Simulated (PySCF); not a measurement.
`CP(C)(C)=O`: 4 charge schemes on one density

C3H9OP.
Z-matrix (Å and degrees, PBE0-D3(BJ)/def2-TZVP geometry), rows numbered from 1:
```
C 
P   1  1.8075
C   2  1.8074  1  104.74
C   2  1.8070  1  104.73  3  -110.01
O   2  1.4796  1  113.80  3   125.02
H   1  1.0916  2  112.09  3    55.85
H   1  1.0913  2  108.72  3   176.96
H   1  1.0915  2  108.83  3   -65.26
H   3  1.0913  2  108.97  1  -174.32
H   3  1.0917  2  111.94  1   -53.20
H   3  1.0913  2  108.69  1    67.76
H   4  1.0917  2  112.04  1    56.23
H   4  1.0915  2  108.84  1   -64.91
H   4  1.0914  2  108.81  1   177.30
```

Density: PBE0/pcSseg-2 (PySCF); schemes: Mulliken, IAO, Hirshfeld and ESP-fitted. Isolated species at its PBE0-D3(BJ)/def2-TZVP geometry, gas phase.

Atoms with like bonding are taken together and averaged. Do the Mulliken, IAO, Hirshfeld and ESP-fitted schemes agree on where the charge is highest?

All schemes agree: Mulliken P2 (+0.693); IAO P2 (+1.607); Hirshfeld P2 (+0.422); ESP-fitted P2 (+1.225).

For which atoms does the sign change between the 4 schemes (beyond +0.03 e in one, beyond −0.03 e in another)?

For none.

Do the Mulliken, IAO, Hirshfeld and ESP-fitted schemes agree on where the charge is lowest?

The schemes don't all agree: Mulliken O5 (-0.623); IAO O5 (-0.964); Hirshfeld O5 (-0.425); ESP-fitted C1/C3/C4 (-0.763).

Give the atomic charges in each scheme.

In e; atoms taken as equivalent share a row and are averaged (×n: the atom named and its like, n in all):

| atom | environment | Mulliken | IAO | Hirshfeld | ESP-fitted |
| --- | --- | --- | --- | --- | --- |
| C1/C3/C4 | sp3 carbon bound to phosphorus | -0.178 | -0.722 | -0.171 | -0.763 |
| P2 | phosphoryl phosphorus | +0.693 | +1.607 | +0.422 | +1.225 |
| O5 | phosphoryl oxygen | -0.623 | -0.964 | -0.425 | -0.741 |
| H6 (×9) | methyl hydrogen | +0.051 | +0.169 | +0.057 | +0.200 |

Mean size of the charges over all atoms: IAO 0.447 e, ESP-fitted 0.433 e, Mulliken 0.165 e, Hirshfeld 0.134 e. Each set sums to the total charge, 0, to within 0.001 e. The IAO scheme projects the occupied orbitals on a minimal set of polarised atomic orbitals and counts the electrons in each atom's part of it. The Hirshfeld scheme weights the molecular density at each point by an atom's share of the summed free-atom densities.

Some averages cover members that differ in this geometry: H6 (×9), Mulliken +0.035 to +0.061 e.

How many electrons does the Mulliken scheme count on P2?

Z − q = 15 − (+0.693) = 14.307.

Sum the charges by element, for elements with more than one atom.

| element | atoms | Mulliken | IAO | Hirshfeld | ESP-fitted |
| --- | --- | --- | --- | --- | --- |
| C | 3 | -0.533 | -2.165 | -0.513 | -2.288 |
| H | 9 | +0.463 | +1.521 | +0.516 | +1.804 |
